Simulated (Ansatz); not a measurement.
This geometry of ClH3Si + H (6 atoms, charge 0, multiplicity 2) is a first-order saddle point.

All numbers below come from UKS PBE0/6-31G* (Ansatz).

```xyz
6
Properties=species:S:1:pos:R:3
Si 0.000 0.000 0.013
Cl -0.001 0.000 2.372
H 1.417 0.000 -0.433
H -0.708 1.227 -0.436
H -0.708 -1.227 -0.436
H 0.001 0.000 3.891
```

Which two structures does it join? (They come from a converged band through this point; their orientation in space is the band's.)

Bonds broken: Si1–Cl2. Bonds formed: Cl2–H6. ClH3Si + H becomes ClH + H3Si.

Initial state:

```xyz
6
Properties=species:S:1:pos:R:3
Si 0.004 0.000 -0.217
Cl 0.028 0.000 1.846
H 1.405 0.000 -0.707
H -0.705 1.218 -0.681
H -0.705 -1.218 -0.681
H -0.027 0.000 5.412
```

Final state:

```xyz
6
Properties=species:S:1:pos:R:3
Si -0.003 0.000 -0.521
Cl 0.009 0.000 3.572
H 1.416 0.000 -0.974
H -0.710 1.228 -0.981
H -0.710 -1.228 -0.981
H 0.000 0.000 4.857
```

How far does it lie above each of them?

0.76 eV above the first and 0.55 eV above the second. This is the barrier of this one path; another mechanism may lie lower.

The run took 2.4 min on 1 thread of Arm Neoverse V2 (shared host), peak memory 0.12 GiB.
